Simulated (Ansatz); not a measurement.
# CHAl (singlet): from a generated start to a stationary point

Aim: relax a generated start of CHAl (singlet) and see which bonds hold.

The runs use Ansatz 0.2.0, Gaussian basis; RKS PBE0/def2-TZVP.

## Step 1: Starting geometry

3 atoms, charge 0, spin multiplicity 1.

Atoms are counted from 1 here; the program's logs count them from 0.

Bond lengths: Al1–C2 1.853 Å, Al1–H3 1.586 Å. Angles: C2–Al1–H3 180.0°.

The start was built by rule and, where that kept it together, relaxed with GFN2-xTB. Sticks and bond lists go by distance. 

## Step 2: Relaxation

Input file in.yaml:

```yaml
crystal:
  periodic: [false, false, false]
  atoms:
    - {symbol: Al, position_ang: [0.000000, 0.000000, -0.089180]}
    - {symbol: C, position_ang: [0.000000, 0.000000, 1.764092]}
    - {symbol: H, position_ang: [0.000000, 0.000000, -1.674912]}
basis:
  gaussian: {orbitals: def2-TZVP}
hamiltonian: {xc: pbe0}
relax: {f_tol: 0.004, max_steps: 80}
```

Run with:

```
$ ansatz run in.yaml --threads 1 --pin off --events-out ev --progress --plain --max-ram 1740MiB
```

Before running it: what results should come out? Wanted: energy gained; shift from the start; total energy; dipole moment.

The runs gave:

| quantity | value |
| --- | --- |
| steps | 5 |
| energy gained | 0.047 eV |
| shift from the start (rms) | 0.034 Å |
| total energy | -7638.6777 eV |
| dipole moment | 3.36 D |

In words: The bonds of the start are those of the end. Al1–C2 went from 1.853 to 1.924 Å. No vibrations were run, so this is a stationary point, not a proven minimum, and this spin need not be the ground state's.
